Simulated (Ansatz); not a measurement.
# C3H3F: a spread of methods and bases

How do the results and run time of C3H3F respond when the settings are drawn wide?

The runs use Ansatz 0.2.0, Gaussian basis; the settings change from run to run.

### 1 The relaxed structure

The structure was relaxed beforehand with PBE0-D4 in a triple-zeta def2 set.

SMILES `FC1C=C1`, 7 atoms, charge 0, spin multiplicity 1.

Atoms are counted from 1 here; the program's logs count them from 0.

Bond lengths: F1–C2 1.387 Å, C2–C3 1.459 Å, C2–C4 1.459 Å, C2–H5 1.087 Å, C3–C4 1.300 Å, C3–H6 1.077 Å, C4–H7 1.077 Å. Angles: F1–C2–C3 118.4°, F1–C2–C4 118.4°, F1–C2–H5 108.2°, C3–C2–C4 52.9°, C3–C2–H5 124.9°, C4–C2–H5 124.9°, C2–C3–C4 63.5°, C2–C3–H6 147.0°, C4–C3–H6 149.4°, C2–C4–C3 63.5°, C2–C4–H7 147.0°, C3–C4–H7 149.4°.

### 2 B2GP-PLYP/6-31++G**

This run has charge +1, multiplicity 2, density fitting with cc-pVTZ-jkfit.

File in.yaml:

```yaml
crystal:
  periodic: [false, false, false]
  atoms:
    - {symbol: F, position_ang: [-1.530436, -0.981062, 0.010749]}
    - {symbol: C, position_ang: [-0.518892, -0.149288, -0.446066]}
    - {symbol: C, position_ang: [0.182627, 0.686855, 0.522154]}
    - {symbol: C, position_ang: [0.830144, -0.347150, 0.073235]}
    - {symbol: H, position_ang: [-0.755271, 0.145208, -1.465326]}
    - {symbol: H, position_ang: [0.140947, 1.543328, 1.174509]}
    - {symbol: H, position_ang: [1.712182, -0.965789, 0.085146]}
basis:
  gaussian: {orbitals: "6-31++G**", fitting: {mean_field: cc-pVTZ-jkfit}}
total_charge: 1
magnetization: {spin_polarized: true, initial_magnetization: 1}
hamiltonian: {xc: {name: B2GP-PLYP}}
output: {forces: true}
```

Started as:

```
ansatz run in.yaml --threads 2 --pin off --events-out ev --progress --plain --max-ram 4352MiB
```

What it wrote, cut to the lines that bear on the results:

```text
Functional definition: B2GP-PLYP
  name "B2GP-PLYP"
  cite "Karton, Tarnopolsky, Lamère, Schatz & Martin, J. Phys. Chem. A 112, 12868 (2008) doi:10.1021/jp801805p"
  cite "Becke, Phys. Rev. A 38, 3098 (1988) doi:10.1103/PhysRevA.38.3098"
  cite "Lee, Yang & Parr, Phys. Rev. B 37, 785 (1988) doi:10.1103/PhysRevB.37.785"
[...]
406 factors; integrals over basis functions are off by at most 1.6e-1 eV
[...]
mean field -5850.40284821 eV, -214.9983391261 hartree, gradient 5.2e-6 eV, S^2 0.756930; 2 other end points of the search recorded, 0 dependent functions left out
4 core orbitals not correlated: weight in the atoms' cores, before any rotation towards them, 1.000 or more for the frozen orbitals, at most 0.000 for the correlated occupied ones
reference -5850.40296152 eV, -214.9983432902 hartree; 11, 10 occupied and 79, 80 virtual orbitals, 406 factors
second order -16.50027625 eV of doubles, -0.00000000 eV of singles
[...]
Total energy: -5856.34306097 eV, -215.2166379186 hartree
Atom 0 at    -1.530436    -0.981062     0.010749 Å, force     0.515469     0.394862    -0.165931 eV/Å
Atom 1 at    -0.518892    -0.149288    -0.446066 Å, force    -0.907704    -1.074278     1.165276 eV/Å
Atom 2 at     0.182627     0.686855     0.522154 Å, force    -2.758281     4.389332     1.314489 eV/Å
Atom 3 at     0.830144    -0.347150     0.073235 Å, force     2.540307    -4.072284    -2.359248 eV/Å
Atom 4 at    -0.755271     0.145208    -1.465326 Å, force     0.415473     0.440074    -0.414475 eV/Å
Atom 5 at     0.140947     1.543328     1.174509 Å, force     0.044807     0.044965     0.266336 eV/Å
Atom 6 at     1.712182    -0.965789     0.085146 Å, force     0.149929    -0.122672     0.193552 eV/Å
Dipole moment:     0.876373     0.543655     0.011843 e Å
```

It took 7.5 s on 2 threads of Arm Neoverse V1, shared host.

Largest force 5.348 eV/Å, ⟨S²⟩ 0.757.

### 3 PBE0/STO-3G

This run has a grid of angular degree 23, D3(BJ) with three-body dispersion.

Edit in.yaml of step 2 so:

```diff
@@ -11,6 +11,3 @@
 basis:
-  gaussian: {orbitals: "6-31++G**", fitting: {mean_field: cc-pVTZ-jkfit}}
-total_charge: 1
-magnetization: {spin_polarized: true, initial_magnetization: 1}
-hamiltonian: {xc: {name: B2GP-PLYP}}
-output: {forces: true}
+  gaussian: {orbitals: STO-3G, final_grid: {core_spheres: 8, valence_spheres: 7, degree: 23}}
+hamiltonian: {xc: {name: PBE0}, dispersion: d3bjatm}
```

Same command.

What it wrote:

```text
Functional definition: PBE0
  name "PBE0"
  cite "Adamo & Barone, J. Chem. Phys. 110, 6158 (1999) doi:10.1063/1.478522"
  cite "Perdew, Burke & Ernzerhof, Phys. Rev. Lett. 77, 3865 (1996) doi:10.1103/PhysRevLett.77.3865"
  parent pbe
  parameter a = 0.25
  parameter kappa = 0.804
  parameter beta = 0.06672455060314922
  exchange = (1 - a)*pbe_x(kappa = kappa, mu = beta*pi^2/3) + a*exact_x
  correlation = pbe_c(beta = beta)
319 factors; integrals over basis functions are off by at most 3.7e-5 eV
mean field evaluation 1: about -5788.9641 eV, gradient 1.4e1 eV
mean field evaluation 2: about -5789.0802 eV, gradient 1.4e1 eV
mean field evaluation 4: about -5789.6176 eV, gradient 3.3e-1 eV
mean field evaluation 8: about -5789.5659 eV, gradient 2.2e-2 eV
mean field -5789.56586401 eV, -212.7626211938 hartree, gradient 5.4e-6 eV, S^2 0.000000; 0 other end points of the search recorded, 0 dependent functions left out
reference -5789.56587412 eV, -212.7626215653 hartree; 15, 15 occupied and 8, 8 virtual orbitals, 319 factors
Total energy: -5789.64851522 eV, -212.7656585697 hartree
```

It took 0.25 s on 2 threads of Arm Neoverse V1, shared host.

### 4 PBE0/6-31++G**

Options: unrestricted orbitals, atoms shaken by 0.08 Å.

File in.yaml:

```yaml
crystal:
  periodic: [false, false, false]
  atoms:
    - {symbol: F, position_ang: [-1.441366, -1.037020, 0.091875]}
    - {symbol: C, position_ang: [-0.532898, -0.270985, -0.431051]}
    - {symbol: C, position_ang: [0.204827, 0.615217, 0.476113]}
    - {symbol: C, position_ang: [0.957192, -0.454643, -0.053024]}
    - {symbol: H, position_ang: [-0.827388, 0.036018, -1.653887]}
    - {symbol: H, position_ang: [0.070632, 1.401485, 1.051947]}
    - {symbol: H, position_ang: [1.707122, -1.098898, 0.012308]}
basis:
  gaussian: {orbitals: "6-31++G**"}
magnetization: {spin_polarized: true, initial_magnetization: 0}
hamiltonian: {xc: {name: PBE0}}
output: {forces: true}
```

Same command.

What it wrote, cut to the lines that bear on the results:

```text
Functional definition: PBE0
  name "PBE0"
  cite "Adamo & Barone, J. Chem. Phys. 110, 6158 (1999) doi:10.1063/1.478522"
  cite "Perdew, Burke & Ernzerhof, Phys. Rev. Lett. 77, 3865 (1996) doi:10.1103/PhysRevLett.77.3865"
  parent pbe
[...]
828 factors; integrals over basis functions are off by at most 7.7e-4 eV
[...]
mean field -5866.57050228 eV, -215.5924894546 hartree, gradient 1.9e-5 eV, S^2 0.000000; 0 other end points of the search recorded, 0 dependent functions left out
[...]
reference -5866.57055754 eV, -215.5924914852 hartree; 15, 15 occupied and 79, 79 virtual orbitals, 828 factors
Total energy: -5866.57055754 eV, -215.5924914852 hartree
Atom 0 at    -1.441366    -1.037020     0.091875 Å, force    -2.437795    -2.095117     1.046314 eV/Å
Atom 1 at    -0.532898    -0.270985    -0.431051 Å, force     3.352750     2.623295    -4.473876 eV/Å
Atom 2 at     0.204827     0.615217     0.476113 Å, force     3.034144    -7.202558    -5.001207 eV/Å
Atom 3 at     0.957192    -0.454643    -0.053024 Å, force    -7.856378     6.342086     1.531106 eV/Å
Atom 4 at    -0.827388     0.036018    -1.653887 Å, force     0.684157    -0.907887     3.726908 eV/Å
Atom 5 at     0.070632     1.401485     1.051947 Å, force    -0.260935     3.786878     2.943847 eV/Å
Atom 6 at     1.707122    -1.098898     0.012308 Å, force     3.484056    -2.546697     0.226908 eV/Å
Dipole moment:     0.273523     0.175864     0.008653 e Å
```

Wall time 2.4 s (2 threads of Arm Neoverse V1, shared host).

Largest force 10.212 eV/Å, dipole 1.56 D, ⟨S²⟩ 0.000.

### 5 RPBE/STO-3G

This run has charge -1, multiplicity 2, D3(BJ) dispersion.

File in.yaml:

```yaml
crystal:
  periodic: [false, false, false]
  atoms:
    - {symbol: F, position_ang: [-1.530436, -0.981062, 0.010749]}
    - {symbol: C, position_ang: [-0.518892, -0.149288, -0.446066]}
    - {symbol: C, position_ang: [0.182627, 0.686855, 0.522154]}
    - {symbol: C, position_ang: [0.830144, -0.347150, 0.073235]}
    - {symbol: H, position_ang: [-0.755271, 0.145208, -1.465326]}
    - {symbol: H, position_ang: [0.140947, 1.543328, 1.174509]}
    - {symbol: H, position_ang: [1.712182, -0.965789, 0.085146]}
basis:
  gaussian: {orbitals: STO-3G}
total_charge: -1
magnetization: {spin_polarized: true, initial_magnetization: 1}
hamiltonian: {xc: {name: RPBE}, dispersion: d3bj}
```

Launched as before.

What it wrote:

```text
Functional definition: RPBE
  name "RPBE"
  cite "Hammer, Hansen & Nørskov, Phys. Rev. B 59, 7413 (1999) doi:10.1103/PhysRevB.59.7413"
  cite "Perdew, Burke & Ernzerhof, Phys. Rev. Lett. 77, 3865 (1996) doi:10.1103/PhysRevLett.77.3865"
  parameter kappa = 0.804
  parameter beta = 0.06672455060314922
  exchange = rpbe_x(kappa = kappa, mu = beta*pi^2/3)
  correlation = pbe_c(beta = beta)
324 factors; integrals over basis functions are off by at most 3.4e-5 eV
mean field evaluation 1: about -5786.6013 eV, gradient 1.9e1 eV
mean field evaluation 2: about -5765.7993 eV, gradient 4.9e1 eV
mean field evaluation 4: about -5789.0925 eV, gradient 2.2e0 eV
mean field evaluation 8: about -5789.0301 eV, gradient 5.9e-2 eV
mean field -5789.03011714 eV, -212.7429328593 hartree, gradient 2.7e-5 eV, S^2 0.753311; 0 other end points of the search recorded, 0 dependent functions left out
reference -5789.03013316 eV, -212.7429334482 hartree; 16, 15 occupied and 7, 8 virtual orbitals, 324 factors
Total energy: -5789.59976069 eV, -212.7638668737 hartree
```

Run time: 0.55 s. Hardware: 2 threads of Arm Neoverse V1, shared host.

⟨S²⟩ 0.753.

### 6 wB97M-V/x2c-TZVPPall

This run has high accuracy.

Edit in.yaml of step 5 so:

```diff
@@ -11,5 +11,4 @@
 basis:
-  gaussian: {orbitals: STO-3G}
-total_charge: -1
-magnetization: {spin_polarized: true, initial_magnetization: 1}
-hamiltonian: {xc: {name: RPBE}, dispersion: d3bj}
+  gaussian: {orbitals: x2c-TZVPPall}
+hamiltonian: {xc: {name: wB97M-V}}
+accuracy: high
```

Same command.

What it wrote, cut to the lines that bear on the results:

```text
Functional definition: wB97M-V
  name "wB97M-V"
  cite "Mardirossian & Head-Gordon, J. Chem. Phys. 144, 214110 (2016) doi:10.1063/1.4952647"
  cite "Becke, J. Chem. Phys. 107, 8554 (1997) doi:10.1063/1.475007"
  cite "Vydrov & Van Voorhis, J. Chem. Phys. 133, 244103 (2010) doi:10.1063/1.3521275"
  # Of w^i u^j: cxij and so on, Table III.
[...]
  gx(w, u) = 1 - cx + cx01*u + cx10*w
  gss(w, u) = css00 + css04*u^4 + css10*w + css20*w^2 + css43*w^4*u^3
  gos(w, u) = cos00 + cos10*w + (cos20 + cos21*u)*w^2 + (cos60 + cos61*u)*w^6
[...]
      + integral(e_c_pw_mod_opposite_spin*gos(b97_w_opposite, b97_u_opposite)) + vv10(b, c)
2804 factors; integrals over basis functions are off by at most 3.2e-9 eV
339 factors; integrals over basis functions are off by at most 1.5e-9 eV
[...]
mean field -5878.02027048 eV, -216.0132606749 hartree, gradient 8.0e-8 eV, S^2 0.000000; 0 other end points of the search recorded, 0 dependent functions left out
reference -5878.02027450 eV, -216.0132608225 hartree; 15, 15 occupied and 151, 151 virtual orbitals, 2804 factors
Total energy: -5878.02027450 eV, -216.0132608225 hartree
Relativity: scalar
```

Run time: 29 s. Hardware: 2 threads of Arm Neoverse V1, shared host; peak memory 0.9 GiB.

### 7 wPBEh/cc-pVTZ

Options: atoms shaken by 0.08 Å.

File in.yaml:

```yaml
crystal:
  periodic: [false, false, false]
  atoms:
    - {symbol: F, position_ang: [-1.329090, -1.034394, -0.139912]}
    - {symbol: C, position_ang: [-0.470787, -0.121078, -0.513808]}
    - {symbol: C, position_ang: [0.290707, 0.805791, 0.608985]}
    - {symbol: C, position_ang: [0.834359, -0.296018, 0.034865]}
    - {symbol: H, position_ang: [-0.801437, 0.272149, -1.422133]}
    - {symbol: H, position_ang: [0.325671, 1.710256, 1.077353]}
    - {symbol: H, position_ang: [1.727486, -0.835483, 0.006509]}
basis:
  gaussian: {orbitals: cc-pVTZ}
hamiltonian: {xc: {name: wPBEh}}
```

Launched as before.

What it wrote, cut to the lines that bear on the results:

```text
Functional definition: wPBEh
  name "wPBEh"
  cite "Heyd, Scuseria & Ernzerhof, J. Chem. Phys. 118, 8207 (2003) doi:10.1063/1.1564060"
  cite "Krukau, Vydrov, Izmaylov & Scuseria, J. Chem. Phys. 125, 224106 (2006) doi:10.1063/1.2404663"
  cite "Heyd & Scuseria, J. Chem. Phys. 120, 7274 (2004) doi:10.1063/1.1668634"
  cite "Ernzerhof & Perdew, J. Chem. Phys. 109, 3313 (1998) doi:10.1063/1.476928"
  cite "Perdew, Burke & Ernzerhof, Phys. Rev. Lett. 77, 3865 (1996) doi:10.1103/PhysRevLett.77.3865"
  parent pbe
[...]
845 factors; their error is unknown
83 factors; integrals over basis functions are off by at most 2.7e-7 eV
[...]
mean field -5869.46018503 eV, -215.6986833368 hartree, gradient 6.7e-5 eV, S^2 0.000000; 0 other end points of the search recorded, 0 dependent functions left out
reference -5869.46021287 eV, -215.6986843600 hartree; 15, 15 occupied and 147, 147 virtual orbitals, 845 factors
Total energy: -5869.46021287 eV, -215.6986843600 hartree
```

Wall time 2.2 s (2 threads of Arm Neoverse V1, shared host); peak memory 0.28 GiB.

### 8 HSE06/pcseg-2

Options: charge +1, multiplicity 2, restricted open-shell orbitals, coordinates scaled by 0.92.

File in.yaml:

```yaml
crystal:
  periodic: [false, false, false]
  atoms:
    - {symbol: F, position_ang: [-1.408001, -0.902577, 0.009889]}
    - {symbol: C, position_ang: [-0.477381, -0.137345, -0.410381]}
    - {symbol: C, position_ang: [0.168017, 0.631907, 0.480381]}
    - {symbol: C, position_ang: [0.763732, -0.319378, 0.067376]}
    - {symbol: H, position_ang: [-0.694849, 0.133591, -1.348100]}
    - {symbol: H, position_ang: [0.129671, 1.419861, 1.080548]}
    - {symbol: H, position_ang: [1.575208, -0.888526, 0.078335]}
basis:
  gaussian: {orbitals: pcseg-2}
total_charge: 1
magnetization: {spin_polarized: false, initial_magnetization: 1}
hamiltonian: {xc: {name: HSE06}}
```

Same command.

What it wrote, cut to the lines that bear on the results:

```text
Functional definition: HSE06
  name "HSE06"
  cite "Heyd, Scuseria & Ernzerhof, J. Chem. Phys. 118, 8207 (2003) doi:10.1063/1.1564060"
  cite "Krukau, Vydrov, Izmaylov & Scuseria, J. Chem. Phys. 125, 224106 (2006) doi:10.1063/1.2404663"
  cite "Heyd & Scuseria, J. Chem. Phys. 120, 7274 (2004) doi:10.1063/1.1668634"
  cite "Ernzerhof & Perdew, J. Chem. Phys. 109, 3313 (1998) doi:10.1063/1.476928"
  cite "Perdew, Burke & Ernzerhof, Phys. Rev. Lett. 77, 3865 (1996) doi:10.1103/PhysRevLett.77.3865"
  parent pbe
[...]
  # The whole range is PBE's own exchange, as in plane waves. The composition of these papers is wPBEh.
[...]
791 factors; their error is unknown
68 factors; integrals over basis functions are off by at most 3.2e-7 eV
[...]
mean field -5856.88825485 eV, -215.2366734244 hartree, gradient 7.8e-6 eV, S^2 0.750000; 5 other end points of the search recorded, 0 dependent functions left out
reference -5856.88828870 eV, -215.2366746681 hartree; 15, 14 occupied and 147, 148 virtual orbitals, 791 factors
Total energy: -5856.88828870 eV, -215.2366746681 hartree
```

Run time: 11 s. Hardware: 2 threads of Arm Neoverse V1, shared host; peak memory 0.45 GiB.

### 9 r2SCAN0/cc-pVDZ

This run has density fitting with def2-universal-jkfit, finite nuclei.

File in.yaml:

```yaml
crystal:
  periodic: [false, false, false]
  atoms:
    - {symbol: F, position_ang: [-1.530436, -0.981062, 0.010749]}
    - {symbol: C, position_ang: [-0.518892, -0.149288, -0.446066]}
    - {symbol: C, position_ang: [0.182627, 0.686855, 0.522154]}
    - {symbol: C, position_ang: [0.830144, -0.347150, 0.073235]}
    - {symbol: H, position_ang: [-0.755271, 0.145208, -1.465326]}
    - {symbol: H, position_ang: [0.140947, 1.543328, 1.174509]}
    - {symbol: H, position_ang: [1.712182, -0.965789, 0.085146]}
basis:
  gaussian: {orbitals: cc-pVDZ, fitting: {mean_field: def2-universal-jkfit}, nuclear_model: gaussian}
hamiltonian: {xc: {name: r2SCAN0}}
output: {forces: true}
```

Same command.

What it wrote, cut to the lines that bear on the results:

```text
Functional definition: r2SCAN0
  name "r2SCAN0"
  cite "Bursch, Neugebauer, Ehlert & Grimme, J. Chem. Phys. 156, 134105 (2022) doi:10.1063/5.0086040"
  cite "Furness, Kaplan, Ning, Perdew & Sun, J. Phys. Chem. Lett. 11, 8208 (2020) doi:10.1021/acs.jpclett.0c02405"
  cite "Furness, Kaplan, Ning, Perdew & Sun, J. Phys. Chem. Lett. 11, 9248 (2020) doi:10.1021/acs.jpclett.0c03077"
  parent r2scan
[...]
356 factors; integrals over basis functions are off by at most 2.2e-1 eV
[...]
mean field -5870.51727205 eV, -215.7375305683 hartree, gradient 5.7e-5 eV, S^2 0.000000; 0 other end points of the search recorded, 0 dependent functions left out
[...]
reference -5870.51727736 eV, -215.7375307634 hartree; 15, 15 occupied and 56, 56 virtual orbitals, 356 factors
Total energy: -5870.51727736 eV, -215.7375307634 hartree
Atom 0 at    -1.530436    -0.981062     0.010749 Å, force     0.047283     0.038807    -0.021222 eV/Å
Atom 1 at    -0.518892    -0.149288    -0.446066 Å, force    -0.269292    -0.191780     0.053378 eV/Å
Atom 2 at     0.182627     0.686855     0.522154 Å, force    -0.140743     0.311345     0.125276 eV/Å
Atom 3 at     0.830144    -0.347150     0.073235 Å, force     0.218679    -0.263023    -0.124207 eV/Å
Atom 4 at    -0.755271     0.145208    -1.465326 Å, force    -0.018755     0.065519    -0.177980 eV/Å
Atom 5 at     0.140947     1.543328     1.174509 Å, force    -0.002633     0.153705     0.130590 eV/Å
Atom 6 at     1.712182    -0.965789     0.085146 Å, force     0.165460    -0.114573     0.014165 eV/Å
Dipole moment:     0.383077     0.249755    -0.022734 e Å
```

It took 1.4 s on 2 threads of Arm Neoverse V1, shared host.

Largest force 0.364 eV/Å, dipole 2.20 D.

### 10 PBE-QIDH/aug-cc-pVDZ

Edit in.yaml of step 9 so:

```diff
@@ -11,4 +11,4 @@
 basis:
-  gaussian: {orbitals: cc-pVDZ, fitting: {mean_field: def2-universal-jkfit}, nuclear_model: gaussian}
-hamiltonian: {xc: {name: r2SCAN0}}
+  gaussian: {orbitals: aug-cc-pVDZ}
+hamiltonian: {xc: {name: PBE-QIDH}}
 output: {forces: true}
```

The command is unchanged.

What it wrote, cut to the lines that bear on the results:

```text
Functional definition: PBE-QIDH
  name "PBE-QIDH"
  cite "Brémond, Sancho-García, Pérez-Jiménez & Adamo, J. Chem. Phys. 141, 031101 (2014) doi:10.1063/1.4890314"
  cite "Perdew, Burke & Ernzerhof, Phys. Rev. Lett. 77, 3865 (1996) doi:10.1103/PhysRevLett.77.3865"
[...]
1178 factors; integrals over basis functions are off by at most 3.5e-4 eV
[...]
mean field -5860.08757766 eV, -215.3542463689 hartree, gradient 5.0e-6 eV, S^2 0.000000; 0 other end points of the search recorded, 0 dependent functions left out
4 core orbitals not correlated: weight in the atoms' cores, before any rotation towards them, 1.000 or more for the frozen orbitals, at most 0.000 for the correlated occupied ones
reference -5860.08759942 eV, -215.3542471688 hartree; 11, 11 occupied and 104, 104 virtual orbitals, 1178 factors
second order -18.63075334 eV of doubles, -0.00000000 eV of singles
[...]
Total energy: -5866.29785054 eV, -215.5824696877 hartree
Atom 0 at    -1.530436    -0.981062     0.010749 Å, force    -0.208281    -0.183224     0.121566 eV/Å
Atom 1 at    -0.518892    -0.149288    -0.446066 Å, force    -0.044511     0.101791    -0.298584 eV/Å
Atom 2 at     0.182627     0.686855     0.522154 Å, force    -0.345893     0.714907     0.389591 eV/Å
Atom 3 at     0.830144    -0.347150     0.073235 Å, force     0.526012    -0.677848    -0.215204 eV/Å
Atom 4 at    -0.755271     0.145208    -1.465326 Å, force    -0.031311     0.012131    -0.073123 eV/Å
Atom 5 at     0.140947     1.543328     1.174509 Å, force    -0.008805     0.113129     0.079967 eV/Å
Atom 6 at     1.712182    -0.965789     0.085146 Å, force     0.112789    -0.080887    -0.004214 eV/Å
Dipole moment:     0.415690     0.271747    -0.026347 e Å
```

Run time: 6.5 s. Hardware: 2 threads of Arm Neoverse V1, shared host; peak memory 0.45 GiB.

Largest force 0.885 eV/Å, dipole 2.39 D.

### 11 The runs in one table

| level | charge | multiplicity | geometry | functions | energy (eV) | time |
| --- | --- | --- | --- | --- | --- | --- |
| B2GP-PLYP/6-31++G** | 1 | 2 | relaxed | 94 | -5856.343 | 7.5 s |
| PBE0/STO-3G | 0 | 1 | relaxed | 23 | -5789.649 | 0.25 s |
| PBE0/6-31++G** | 0 | 1 | shaken | 94 | -5866.571 | 2.4 s |
| RPBE/STO-3G | -1 | 2 | relaxed | 23 | -5789.600 | 0.55 s |
| wB97M-V/x2c-TZVPPall | 0 | 1 | relaxed | 166 | -5878.020 | 29 s |
| wPBEh/cc-pVTZ | 0 | 1 | shaken | 162 | -5869.460 | 2.2 s |
| HSE06/pcseg-2 | 1 | 2 | scaled | 162 | -5856.888 | 11 s |
| r2SCAN0/cc-pVDZ | 0 | 1 | relaxed | 71 | -5870.517 | 1.4 s |
| PBE-QIDH/aug-cc-pVDZ | 0 | 1 | relaxed | 119 | -5866.298 | 6.5 s |

### 12 What came out

| quantity | value |
| --- | --- |
| runs | 9 |
| quickest | PBE0/STO-3G, 0.25 s |
| slowest | wB97M-V/x2c-TZVPPall, 29 s |
| spread of total energies, same state and geometry | 88.4 eV |
| dipole, same state and geometry | 2.20 to 2.39 D |

What this shows: Run time spans a factor of 116, from PBE0/STO-3G to wB97M-V/x2c-TZVPPall. The jobs differ in tasks and options as well as level. Total energies at one charge and spin differ by 88 eV between levels, so only differences within one level mean anything. At the PBE0-D4/def2-TZVP geometry and in the same state, runs without warnings or point charges leave forces up to 0.88 eV/Å (PBE-QIDH/aug-cc-pVDZ), against 10.2 eV/Å where the atoms were moved.
